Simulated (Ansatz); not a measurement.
Basis-set extrapolation for C₂H₆OS₂ (`COCSS`) (PBE0-D4/def2-TZVP geometry, frozen core, Ansatz 0.2.0). Multiplicity 1, RHF reference.

```tsv
	def2-TZVPP	def2-QZVPP
HF	-949.221648	-949.251687
MP2 correlation	-0.937446	-1.011329
CCSD(T) correlation	-1.033936	not run
```

Energies in hartree. Use E(X) = E(∞) + A·exp(−7.88·√X) for Hartree–Fock and E(X) = E(∞) + B·X^(−2.97) for correlation, with X = 3 and 4, and add CCSD(T) minus MP2 of the smaller set to the MP2 limit.

Question: What is the CCSD(T) energy at the basis-set limit?

Answer: HF limit: -949.251687 + (-0.030039) × 0.13774 = -949.25582. MP2 limit: -1.011329 + (-0.073883) × 0.74074 = -1.06606. Higher-order term: -1.033936 − (-0.937446) = -0.09649. Total: -950.41837 hartree, 427.4 kJ/mol below CCSD(T)/def2-TZVPP.
